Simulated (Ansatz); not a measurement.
I need a single point from an input written key by key of C2H5B (charge +1), SMILES B[CH+][CH2]. Use the Python package of Ansatz (0.2.0). Level of theory: PBE, def2-SVP basis, multiplicity 2.

```yaml
atoms:
  - { symbol: B, position_ang: [1.1621, 0.1428, 0.3898] }
  - { symbol: C, position_ang: [-0.0888, -0.6601, -0.0974] }
  - { symbol: C, position_ang: [-1.3644, 0.0370, -0.4363] }
  - { symbol: H, position_ang: [2.1625, -0.4271, 0.6532] }
  - { symbol: H, position_ang: [1.1116, 1.3186, 0.4958] }
  - { symbol: H, position_ang: [-0.0285, -1.7389, -0.1902] }
  - { symbol: H, position_ang: [-1.1995, 0.7534, -1.2683] }
  - { symbol: H, position_ang: [-1.7549, 0.5742, 0.4534] }
```

`deck_c2h5b.py`
```python
'''C2H5B(+) through the session interface.'''

import ansatz as az
import numpy as np

DECK = '''
crystal:
  periodic: [false, false, false]
  atoms:
    - { symbol: B, position_ang: [1.1621, 0.1428, 0.3898] }
    - { symbol: C, position_ang: [-0.0888, -0.6601, -0.0974] }
    - { symbol: C, position_ang: [-1.3644, 0.037, -0.4363] }
    - { symbol: H, position_ang: [2.1625, -0.4271, 0.6532] }
    - { symbol: H, position_ang: [1.1116, 1.3186, 0.4958] }
    - { symbol: H, position_ang: [-0.0285, -1.7389, -0.1902] }
    - { symbol: H, position_ang: [-1.1995, 0.7534, -1.2683] }
    - { symbol: H, position_ang: [-1.7549, 0.5742, 0.4534] }
magnetization:
  spin_polarized: true
  initial_magnetization: 1
total_charge: 1
basis:
  gaussian: { orbitals: def2-SVP }
hamiltonian:
  xc: pbe
output:
  forces: true
'''

session = az.Session.from_yaml(DECK)
data = session.plan(threads=1).execute().report

print('reference energy %16.6f eV' % data['reference_energy_ev'])
print('total energy     %16.6f eV' % data['free_energy_ev'])
print('occupied orbitals outside the frozen core (up, down):', data['n_occupied'], ' frozen:', data['n_frozen'], ' virtual:', data['n_virtual'])
symbols = ['B', 'C', 'C', 'H', 'H', 'H', 'H', 'H']
state = data['mean_field']['state']
print(f'mean field: {state["energy"]["hartree"]:.7f} Ha, <S^2> = {abs(state["spin_squared"]):.4f}, stability: {state.get("stability", {}).get("kind")}')

print('forces (eV/A)')
for symbol, f in zip(symbols, data['forces_ev_ang']):
    print(f'  {symbol:2s} {f[0]:9.4f} {f[1]:9.4f} {f[2]:9.4f}')
charges = data['charge_distribution']
print('dipole moment', round(4.803205 * float(np.linalg.norm(charges['dipole_moment_e_ang'])), 3), 'D')
print('Mulliken:', [(s, round(q, 3)) for s, q in zip(symbols, charges['mulliken_charges_e'])])
```

Running `python deck_c2h5b.py` prints:
```text
reference energy     -2811.968034 eV
total energy         -2811.968034 eV
occupied orbitals outside the frozen core (up, down): [11, 10]  frozen: 0  virtual: [56, 57]
mean field: -103.3379192 Ha, <S^2> = 0.7574, stability: minimum
forces (eV/A)
  B    -0.5035    1.4980   -0.0068
  C    -3.5876   -0.5016   -1.2090
  C     6.0022    1.5848    2.1009
  H     0.5592   -1.0369    0.0725
  H    -0.1011    0.6557    0.0358
  H     0.3362   -1.1001   -0.0062
  H    -1.1543   -0.4860   -1.1091
  H    -1.5511   -0.6140    0.1218
dipole moment 2.142 D
Mulliken: [('B', 0.034), ('C', -0.039), ('C', 0.201), ('H', 0.125), ('H', 0.087), ('H', 0.185), ('H', 0.203), ('H', 0.203)]
```

What to keep in mind:
- Total energies depend on the basis set; only differences at equal settings carry meaning.
- The geometry is a force-field or estimated start, not a minimum of this method, and the basis set is short of its limit.
- The species is open-shell (spin multiplicity 2).
- An ion's dipole depends on the origin; the program takes it about the centre of nuclear charge.
- Timing: 5.2 s on 1 thread of AMD EPYC 7B13 (Zen 3) (shared host), peak memory 0.19 GiB.

(Lines on the test bed's own set-up are left out of the output.)
